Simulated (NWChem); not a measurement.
# Atomisation of HLi

```xyz
2

Li     0.0000     0.0000     0.3973
H      0.0000     0.0000    -1.1918
```
Charge 0, spin multiplicity 1.

Everything below was run with NWChem. The geometry was optimised at B3LYP/def2-SVP, a minimum by its harmonic frequencies.

Basis set: def2-TZVP. The atomisation energy is electronic alone: no zero-point, thermal, spin-orbit or counterpoise terms. No value is extrapolated to the basis-set limit. Free atoms are single determinants with multiplicities Li 2, H 2.

B3LYP has NWChem's definition, with VWN1-RPA local correlation. The structure started from a generated list of species. The stability of the SCF solutions was not checked.

Problem. For the atomisation energy, B3LYP gives 57.7 kcal/mol and BHandHLYP gives 56.0 kcal/mol. What do PBE0, CAM-B3LYP, LDA (SVWN5) give?

Solution. PBE0: 51.7 kcal/mol; CAM-B3LYP: 58.2 kcal/mol; LDA (SVWN5): 60.0 kcal/mol.
